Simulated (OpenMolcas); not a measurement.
# doublet C4H5N+ at 6 levels

Aim: a comparison of 6 runs (UHF/STO-3G, UHF/3-21G, UB3LYP/6-31G*, U-r2SCAN/def2-SVP, UM06-L/def2-SVP, UTPSS/def2-SVP) of doublet C4H5N+. 

The calculation is run with OpenMolcas 26.06.

## (1) The system as given

The species is C4H5N+ (10 atoms), meant as a doublet with charge +1. SMILES of the parent species: `C=CCC#N`. Geometry: relaxed at PBE0-D4/def2-TZVP. This is one conformer, not always the lowest. That shape belongs to the parent species and isn't relaxed for this state.

Bond lengths: C1–C2 1.322 Å, C2–C3 1.502 Å, C3–C4 1.453 Å, C4–N5 1.149 Å, C1–H6 1.085 Å, C1–H7 1.083 Å, C2–H8 1.086 Å, C3–H9 1.096 Å, C3–H10 1.096 Å. Some angles: C1–C2–C3 125.6°, C2–C3–C4 113.9°, C3–C4–N5 179.2°, C1–C2–H8 120.3°, C3–C2–H8 114.1°, C2–C1–H6 121.8°, C2–C1–H7 120.8°, C2–C3–H9 110.1°, C2–C3–H10 110.1°, C4–C3–H9 108.3°.

## (2) A single-point energy at UHF/STO-3G (run 1)

Input file job.input:

```
* C4H5N Hartree-Fock

&gateway
 baslib=$CurrDir
 coord
 10
 angstrom
 C       -1.129800      -0.688300      -0.726400
 C       -0.331500      -0.736700       0.326700
 C        0.719500       0.278700       0.674500
 C        0.811600       1.377200      -0.272100
 N        0.873900       2.238900      -1.029700
 H       -1.078900       0.123300      -1.444900
 H       -1.863000      -1.465500      -0.902800
 H       -0.403000      -1.561200       1.030500
 H        0.524400       0.697000       1.668600
 H        1.702000      -0.202800       0.738800
 basis=STO-3G
 group=NoSym

&seward

&scf
 uhf
 charge=1
 spin=2
 thresholds=1e-10 1e-07 1e-07 1e-05
 prorbitals=1 2
```

The basis set STO-3G is read from a file made from the Basis Set Exchange's data (not shown).

The run is started by

```sh
$ export MOLCAS_MEM=1860
$ pymolcas job.input > job.log
```

Standard output:

```text
--- Start Module: gateway ---
[...]
--- Stop Module: gateway /rc=_RC_ALL_IS_WELL_ ---
--- Start Module: seward ---
[...]
      Basis functions           30
--- Stop Module: seward /rc=_RC_ALL_IS_WELL_ ---
--- Start Module: scf ---
[...]
       Convergence after  30 Iterations
[...]
::    Total SCF energy                               -205.9122407712
[...]
      Total spin, S                                     0.5057717411
[...]
      Total electronic charge=   35.000000
      Total            charge=    1.000000
[...]
      Dipole Moment (debye):
      Origin of the operator (angstrom)=    0.1782    0.4728   -0.1982
                   X= -3.4401E+00               Y= -6.8218E+00               Z=  2.2574E+00           Total=  7.9666E+00
      Center of Charge (angstrom)
[...]
--- Stop Module: scf /rc=_RC_ALL_IS_WELL_ ---
[...]
```

Run time: 1.9 s. Hardware: 1 thread of Arm Neoverse V2, shared host; peak memory 0.37 GiB.

## (3) A single-point energy at UHF/3-21G (run 2)

Input file test.inp:

```
* C4H5N Hartree-Fock
>>> EXPORT MOLCAS_PRINT=2

&GATEWAY
  BASLIB=$CurrDir
  BASISSET
  C.3-21G....
  C1 -1.129800 -0.688300 -0.726400 angstrom
  C2 -0.331500 -0.736700 0.326700 angstrom
  C3 0.719500 0.278700 0.674500 angstrom
  C4 0.811600 1.377200 -0.272100 angstrom
  End of Basis
  BASISSET
  N.3-21G....
  N5 0.873900 2.238900 -1.029700 angstrom
  End of Basis
  BASISSET
  H.3-21G....
  H6 -1.078900 0.123300 -1.444900 angstrom
  H7 -1.863000 -1.465500 -0.902800 angstrom
  H8 -0.403000 -1.561200 1.030500 angstrom
  H9 0.524400 0.697000 1.668600 angstrom
  H10 1.702000 -0.202800 0.738800 angstrom
  End of Basis

&SEWARD

&SCF
  UHF
  CHARGE=1
  SPIN=2
  THRESHOLDS=1e-10 1e-07 1e-07 1e-05
  PRORBITALS=0
```

The basis set 3-21G is read from a file made from the Basis Set Exchange's data (not shown).

The run is started by

```sh
$ export MOLCAS_MEM=1860
$ pymolcas test.inp > test.log
```

Standard output:

```text
--- Start Module: gateway ---
[...]
--- Stop Module: gateway /rc=_RC_ALL_IS_WELL_ ---
--- Start Module: seward ---
[...]
      Basis functions           55
--- Stop Module: seward /rc=_RC_ALL_IS_WELL_ ---
--- Start Module: scf ---
[...]
       Convergence after  31 Iterations
[...]
::    Total SCF energy                               -207.2998976435
[...]
      Total spin, S                                     0.5027366802
[...]
      Total electronic charge=   35.000000
      Total            charge=    1.000000
[...]
      Dipole Moment (debye):
      Origin of the operator (angstrom)=    0.1782    0.4728   -0.1982
                   X= -3.4353E+00               Y= -7.2056E+00               Z=  2.6346E+00           Total=  8.4062E+00
      Center of Charge (angstrom)
[...]
--- Stop Module: scf /rc=_RC_ALL_IS_WELL_ ---
[...]
```

Wall time 3.3 s (1 thread of Arm Neoverse V2, shared host); peak memory 0.39 GiB.

Runs 3 to 5 aren't shown in full; the table further down has their settings and results.

## (4) The energy at UTPSS/def2-SVP (run 6)

Input file calc.input:

```
>>> EXPORT MOLCAS_PRINT=2

&GATEWAY
  BasLib = $CurrDir
  Coord
  10
  angstrom
  C       -1.129800      -0.688300      -0.726400
  C       -0.331500      -0.736700       0.326700
  C        0.719500       0.278700       0.674500
  C        0.811600       1.377200      -0.272100
  N        0.873900       2.238900      -1.029700
  H       -1.078900       0.123300      -1.444900
  H       -1.863000      -1.465500      -0.902800
  H       -0.403000      -1.561200       1.030500
  H        0.524400       0.697000       1.668600
  H        1.702000      -0.202800       0.738800
  Basis = def2-SVP
  Group = NoSym

&SEWARD
  GridInput
  Grid=UltraFine
  End of Grid

&SCF
  UHF
  Charge = 1
  Spin = 2
  KSDFT = 2
  1.0 MGGA_X_TPSS
  1.0 MGGA_C_TPSS
  Thresholds = 1e-10 1e-07 1e-07 1e-05
  PrOrbitals = 0
```

The basis set def2-SVP is read from a file made from the Basis Set Exchange's data (not shown).

The run is started by

```sh
$ export MOLCAS_MEM=1860
$ pymolcas calc.input > calc.log
```

Standard output:

```text
--- Start Module: gateway ---
[...]
--- Stop Module: gateway /rc=_RC_ALL_IS_WELL_ ---
--- Start Module: seward ---
[...]
      Basis functions           95
--- Stop Module: seward /rc=_RC_ALL_IS_WELL_ ---
[...]
--- Start Module: scf ---
[...]
       Convergence after  34 Iterations
[...]
::    Total KS-DFT energy                            -209.6525790370
[...]
      Total spin, S                                     0.5012193247
[...]
      Total electronic charge=   35.000000
      Total            charge=    1.000000
[...]
      Dipole Moment (debye):
      Origin of the operator (angstrom)=    0.1782    0.4728   -0.1982
                   X= -1.9147E+00               Y= -5.1048E+00               Z=  2.5256E+00           Total=  6.0086E+00
      Center of Charge (angstrom)
[...]
--- Stop Module: scf /rc=_RC_ALL_IS_WELL_ ---
[...]
```

Run time: 3 min. Hardware: 1 thread of Arm Neoverse V2, shared host; peak memory 0.52 GiB.

## (5) All runs side by side

| run | level | Cartesian functions | integration grid | energy (Eh) | HOMO energy (eV) | LUMO energy (eV) | ⟨S²⟩ | wall time |
| --- | --- | --- | --- | --- | --- | --- | --- | --- |
| 1 | UHF/STO-3G | no | – | -205.912241 | -16.19 | -6.64 | 0.762 | 1.9 s |
| 2 | UHF/3-21G | no | – | -207.299898 | -17.40 | -7.94 | 0.755 | 3.3 s |
| 3 | UB3LYP/6-31G* (Cartesian functions) | yes | UltraFine | -209.768548 | -14.33 | -12.71 | 0.752 | 67 s |
| 4 | U-r2SCAN/def2-SVP | no | UltraFine | -209.475464 | -13.94 | -13.25 | 0.753 | 2.4 min |
| 5 | UM06-L/def2-SVP | no | UltraFine | -209.579145 | -13.98 | -13.31 | 0.753 | 2.6 min |
| 6 | UTPSS/def2-SVP | no | UltraFine | -209.652579 | -13.84 | -13.27 | 0.752 | 3 min |

## (6) What came out

| quantity | value |
| --- | --- |
| run 6: total energy | -209.65258 Eh |
| run 6: HOMO energy (highest over α and β) | -13.84 eV |
| run 6: LUMO energy (lowest over α and β) | -13.27 eV |
| run 6: ⟨S²⟩ | 0.752 |

Totals of different functionals can't be ranked against each other. In run 1 the basis is minimal, so the values are rough. All runs together took 9.1 min, the longest 3 min.
